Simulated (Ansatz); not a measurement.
**1T (CdI2-type) PtSe2**

Computed with PBEsol (Ansatz, a program for electronic structure, PAW).

Settings: plane-wave cutoff 520 eV, 24×24×16 k mesh (along the axes of the cell as run), Fermi–Dirac smearing 0.05 eV, scalar-relativistic PAW data made under PBE.

Cell: relaxed at this level.

```
Quantity                                     Value
----------------------------------------  --------
elastic constant C11                       190 GPa
elastic constant C12                      63.0 GPa
elastic constant C13                      37.4 GPa
elastic constant C33                      48.8 GPa
elastic constant C44                      38.1 GPa
elastic constant C66                      63.7 GPa
Voigt–Reuss–Hill bulk modulus             62.9 GPa
polycrystal shear modulus (Hill average)  40.1 GPa
```

Note: the solid has no gap at this level, which affects its response; the cell comes from a level without a dispersion term, which matters for the spacing of layers, chains or molecules.

Elastic constants are with the ions relaxed.

Spin–orbit coupling is not included.

The computed numbers hold no vibrational or temperature effects.

Computing time: around 4 core-hours (rough).
